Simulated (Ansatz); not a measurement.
System: N2, charge 1, doublet. N2+ (parent SMILES N#N, doublet).
B3LYP-D3(BJ)/def2-TZVP minimum from Ansatz (a program for electronic structure):
```xyz
2

N      0.0000     0.0000    -0.5521
N      0.0000     0.0000     0.5521
```
Charge +1, spin multiplicity 2.

Total energies in aug-cc-pVTZ, 9 correlated electrons, 2 frozen orbitals. UHF or UKS for unpaired electrons; spin-orbit terms are left out. Correlated methods leave the cores frozen. No relativity. The determinant of N2+ (parent SMILES N#N, doublet) is a saddle point of the SCF energy; a lower one exists, which strains HF and MP2.

```tsv
method	program	energy (Eh)	minus CCSDT(Q) (mEh)
HF	Ansatz	-108.40902	404.87
MP2	Ansatz	-108.80024	13.65
CCSD	Ansatz	-108.78682	27.07
CCSD(T)	Ansatz	-108.81054	3.34
CCSDT(Q)	Ansatz	-108.81388	0.00
```

Rough core times of Ansatz's runs on a shared machine: CCSD(T) 60 s, CCSDT(Q) 10 min.
